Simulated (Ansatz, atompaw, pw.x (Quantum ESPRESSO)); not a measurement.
**What a changed setting does to a pw.x run (bcc Zn)**

Potential: PAW, atompaw 4.2.0.5, PBEsol; core [Ar], reference 3d10 4s2 4p0; waves: 4s (bound): rc 2.30 bohr; 4s channel at 0.4 Ry: rc 2.30 bohr; 4p (bound, empty): rc 2.30 bohr; 4p channel at 0.85 Ry: rc 2.10 bohr; 3d (bound): rc 1.25 bohr; 3d channel at -0.4 Ry: rc 1.25 bohr; local part: troulliermartins scheme with l = 3 at -0.5 Ry, radius 1.95 bohr; core correction: smooth core density matched at 2.20 bohr; augmentation: gaussian compensation charge, radius 2.10 bohr; PAW radius 2.30 bohr; waves and projectors: custom rrkj gramschmidtortho.

The reference run (k-mesh 15³, cutoffs 170/900 Ry, Fermi–Dirac 0.01 Ry, mixing_beta 0.4, conv_thr 1e-9, no spin) gives 0.02 GPa at 14.156 Å³/atom, where all-electron LAPW gives 1.02 GPa. This run, with its own iteration cap, changes nspin = 2 with starting_magnetization to 0.5.

```
&control
  calculation='scf', prefix='x', pseudo_dir='./', outdir='./tmp', tstress=.true., disk_io='none'
/
&system
  ibrav=0, nat=1, ntyp=1, ecutwfc=170, ecutrho=900, nbnd=14,
  occupations='smearing', smearing='fd', degauss=0.01, nspin=2, starting_magnetization(1)=0.5
/
&electrons
  conv_thr=1e-09, mixing_beta=0.4, electron_maxstep=60
/
ATOMIC_SPECIES
Zn 1.0 Zn.UPF
CELL_PARAMETERS angstrom
  -1.52391305 1.52391305 1.52391305
  1.52391305 -1.52391305 1.52391305
  1.52391305 1.52391305 -1.52391305
ATOMIC_POSITIONS crystal
Zn 0.0000 0.0000 0.0000
K_POINTS automatic
15 15 15 0 0 0
```

```bash
pw.x < Zn.scf.in > Zn.scf.out
```

Task: How does the run end?

Result: It converges in 10 iterations; the free energy moves by +0.1 meV/atom and the pressure by +0.01 GPa. The result is that of the reference run.

```
Message from routine setup:
     using ibrav=0 with symmetry is DISCOURAGED, use correct ibrav instead
     lattice parameter (alat)  =       4.9879  a.u.
     unit-cell volume          =      95.5294 (a.u.)^3
     number of electrons       =        12.00
     number of Kohn-Sham states=           14
     kinetic-energy cutoff     =     170.0000  Ry
     charge density cutoff     =     900.0000  Ry
     scf convergence threshold =      1.0E-09
     Exchange-correlation= SLA PW PSX PSC
     atomic species   magnetization
     number of k points=   120  Fermi-Dirac smearing, width (Ry)=  0.0100
     iteration #  1     ecut=   170.00 Ry     beta= 0.40
     total energy              =    -240.76588294 Ry
     estimated scf accuracy    <       0.76327532 Ry
     total magnetization       =     0.45 Bohr mag/cell
     absolute magnetization    =     0.45 Bohr mag/cell
     iteration #  2     ecut=   170.00 Ry     beta= 0.40
     total energy              =    -240.97155287 Ry
     estimated scf accuracy    <       0.29449208 Ry
     total magnetization       =     0.27 Bohr mag/cell
     absolute magnetization    =     0.27 Bohr mag/cell
     iteration #  3     ecut=   170.00 Ry     beta= 0.40
     total energy              =    -241.03175819 Ry
     estimated scf accuracy    <       0.07245307 Ry
     total magnetization       =     0.16 Bohr mag/cell
     absolute magnetization    =     0.16 Bohr mag/cell
     iteration #  4     ecut=   170.00 Ry     beta= 0.40
     total energy              =    -241.03732473 Ry
     estimated scf accuracy    <       0.00028797 Ry
     total magnetization       =     0.01 Bohr mag/cell
     absolute magnetization    =     0.01 Bohr mag/cell
     iteration #  5     ecut=   170.00 Ry     beta= 0.40
     total energy              =    -241.03756214 Ry
     estimated scf accuracy    <       0.00013349 Ry
     total magnetization       =     0.01 Bohr mag/cell
     absolute magnetization    =     0.01 Bohr mag/cell
     iteration #  6     ecut=   170.00 Ry     beta= 0.40
     total energy              =    -241.03761542 Ry
     estimated scf accuracy    <       0.00000116 Ry
     total magnetization       =     0.00 Bohr mag/cell
     absolute magnetization    =     0.00 Bohr mag/cell
     iteration #  7     ecut=   170.00 Ry     beta= 0.40
     total energy              =    -241.03761710 Ry
     estimated scf accuracy    <       0.00000015 Ry
     total magnetization       =    -0.00 Bohr mag/cell
     absolute magnetization    =     0.00 Bohr mag/cell
     iteration #  8     ecut=   170.00 Ry     beta= 0.40
     total energy              =    -241.03761714 Ry
     estimated scf accuracy    <          8.7E-09 Ry
     total magnetization       =     0.00 Bohr mag/cell
     absolute magnetization    =     0.00 Bohr mag/cell
     iteration #  9     ecut=   170.00 Ry     beta= 0.40
     total energy              =    -241.03761716 Ry
     estimated scf accuracy    <          3.7E-09 Ry
     total magnetization       =     0.00 Bohr mag/cell
     absolute magnetization    =     0.00 Bohr mag/cell
     iteration # 10     ecut=   170.00 Ry     beta= 0.40
     the Fermi energy is    13.2945 ev
!    total energy              =    -241.03761716 Ry
     estimated scf accuracy    <          5.6E-11 Ry
     smearing contrib. (-TS)   =      -0.00136589 Ry
     The total energy is F=E-TS. E is the sum of the following terms:
     one-electron contribution =     -55.53101975 Ry
     hartree contribution      =      30.98115344 Ry
     xc contribution           =     -16.20647093 Ry
     ewald contribution        =     -90.98784033 Ry
     one-center paw contrib.   =    -109.29207369 Ry
     total magnetization       =     0.00 Bohr mag/cell
     absolute magnetization    =     0.00 Bohr mag/cell
     convergence has been achieved in  10 iterations
          total   stress  (Ry/bohr**3)                   (kbar)     P=        0.32
     Message from routine punch:
     Nothing written, as per user request (disk_io='none')
```

The run took about 2 min on one core of a shared host (Intel(R) Xeon(R) 6975P-C, 192 threads, 378 GiB, load 40).
